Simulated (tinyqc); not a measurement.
UHF in the sto-6g basis, for BH, spin multiplicity 3, step by step. One step of it, computed by the program tinyqc.

Problem. Iteration 2: diagonalisation and new density. Diagonalise F' = X^T F X, C = X C', fill 4 alpha and 2 beta electrons from the bottom; D(s) = C_occ C_occ^T. Each column has its largest component positive (the first on a tie).

F(alpha) (hartree):
```
            1B 1s      1B 2s    1B 2px     1B 2py     1B 2pz      2H 1s
1B 1s   -7.410677  -2.086140  0.000000   0.000000   0.001026  -0.095450
1B 2s   -2.086140  -1.023406  0.000000   0.000000   0.032153  -0.189346
1B 2px   0.000000   0.000000  0.193616   0.168363   0.000000   0.000000
1B 2py   0.000000   0.000000  0.168363  -0.165359   0.000000   0.000000
1B 2pz   0.001026   0.032153  0.000000   0.000000   0.159913  -0.219068
2H 1s   -0.095450  -0.189346  0.000000   0.000000  -0.219068  -0.385637
```

F(beta) (hartree):
```
            1B 1s      1B 2s     1B 2px     1B 2py     1B 2pz      2H 1s
1B 1s   -7.368889  -2.056419   0.000000   0.000000   0.001294  -0.088245
1B 2s   -2.056419  -0.802140   0.000000   0.000000  -0.059285  -0.212158
1B 2px   0.000000   0.000000   0.328297  -0.021647   0.000000   0.000000
1B 2py   0.000000   0.000000  -0.021647   0.374452   0.000000   0.000000
1B 2pz   0.001294  -0.059285   0.000000   0.000000   0.310107  -0.095733
2H 1s   -0.088245  -0.212158   0.000000   0.000000  -0.095733   0.139071
```

X:
```
            1B 1s      1B 2s    1B 2px    1B 2py     1B 2pz      2H 1s
1B 1s    1.028096  -0.140638  0.000000  0.000000  -0.002430   0.012812
1B 2s   -0.140638   1.040654  0.000000  0.000000   0.015434  -0.094175
1B 2px   0.000000   0.000000  1.000000  0.000000   0.000000   0.000000
1B 2py   0.000000   0.000000  0.000000  1.000000   0.000000   0.000000
1B 2pz  -0.002430   0.015434  0.000000  0.000000   1.018453  -0.113262
2H 1s    0.012812  -0.094175  0.000000  0.000000  -0.113262   1.030746
```

Give: F' = X^T F X; orbital energies; coefficients C; F' = X^T F X; orbital energies; coefficients C; D(alpha) after iteration 2; D(beta) after iteration 2.

Solution.

F' = X^T F X (alpha) (hartree):
```
         1        2       3        4        5        6
1  -7.2518  -1.0473  0.0000   0.0000  -0.0113   0.0173
2  -1.0473  -0.6114  0.0000   0.0000   0.0656  -0.1051
3   0.0000   0.0000  0.1936   0.1684   0.0000   0.0000
4   0.0000   0.0000  0.1684  -0.1654   0.0000   0.0000
5  -0.0113   0.0656  0.0000   0.0000   0.2129  -0.2132
6   0.0173  -0.1051  0.0000   0.0000  -0.2132  -0.3269
```

orbital energies (alpha) (hartree): MO1 -7.4130, MO2 -0.5160, MO3 -0.3479, MO4 -0.2320, MO5 0.2602, MO6 0.2999

coefficients C (alpha):
```
            MO1      MO2      MO3      MO4     MO5      MO6
1B 1s    0.9947  -0.2355   0.1730   0.0000  0.0000  -0.0455
1B 2s    0.0194   0.8103  -0.6489   0.0000  0.0000   0.1837
1B 2px   0.0000   0.0000   0.0000  -0.3679  0.9299   0.0000
1B 2py   0.0000   0.0000   0.0000   0.9299  0.3679   0.0000
1B 2pz   0.0001   0.0405   0.2647   0.0000  0.0000   0.9893
2H 1s   -0.0018   0.4929   0.7892   0.0000  0.0000  -0.4675
```

F' = X^T F X (beta) (hartree):
```
         1        2        3        4        5        6
1  -7.2115  -1.0548   0.0000   0.0000   0.0013   0.0338
2  -1.0548  -0.3736   0.0000   0.0000  -0.0292  -0.1888
3   0.0000   0.0000   0.3283  -0.0216   0.0000   0.0000
4   0.0000   0.0000  -0.0216   0.3745   0.0000   0.0000
5   0.0013  -0.0292   0.0000   0.0000   0.3443  -0.1527
6   0.0338  -0.1888   0.0000   0.0000  -0.1527   0.2083
```

orbital energies (beta) (hartree): MO1 -7.3706, MO2 -0.2995, MO3 0.1830, MO4 0.3197, MO5 0.3830, MO6 0.4545

coefficients C (beta):
```
            MO1      MO2      MO3     MO4      MO5      MO6
1B 1s    0.9956  -0.2622   0.1198  0.0000   0.0000  -0.0502
1B 2s    0.0161   0.9250  -0.4595  0.0000   0.0000   0.2120
1B 2px   0.0000   0.0000   0.0000  0.9299  -0.3679   0.0000
1B 2py   0.0000   0.0000   0.0000  0.3679   0.9299   0.0000
1B 2pz   0.0004   0.1056   0.5231  0.0000   0.0000   0.8750
2H 1s   -0.0021   0.2947   0.6945  0.0000   0.0000  -0.7177
```

D(alpha) after iteration 2:
```
          1B 1s    1B 2s   1B 2px   1B 2py   1B 2pz    2H 1s
1B 1s    1.0749  -0.2838   0.0000   0.0000   0.0364   0.0186
1B 2s   -0.2838   1.0781   0.0000   0.0000  -0.1389  -0.1128
1B 2px   0.0000   0.0000   0.1353  -0.3421   0.0000   0.0000
1B 2py   0.0000   0.0000  -0.3421   0.8647   0.0000   0.0000
1B 2pz   0.0364  -0.1389   0.0000   0.0000   0.0717   0.2289
2H 1s    0.0186  -0.1128   0.0000   0.0000   0.2289   0.8658
```

D(beta) after iteration 2:
```
          1B 1s    1B 2s  1B 2px  1B 2py   1B 2pz    2H 1s
1B 1s    1.0600  -0.2265  0.0000  0.0000  -0.0273  -0.0794
1B 2s   -0.2265   0.8558  0.0000  0.0000   0.0977   0.2726
1B 2px   0.0000   0.0000  0.0000  0.0000   0.0000   0.0000
1B 2py   0.0000   0.0000  0.0000  0.0000   0.0000   0.0000
1B 2pz  -0.0273   0.0977  0.0000  0.0000   0.0112   0.0311
2H 1s   -0.0794   0.2726  0.0000  0.0000   0.0311   0.0869
```
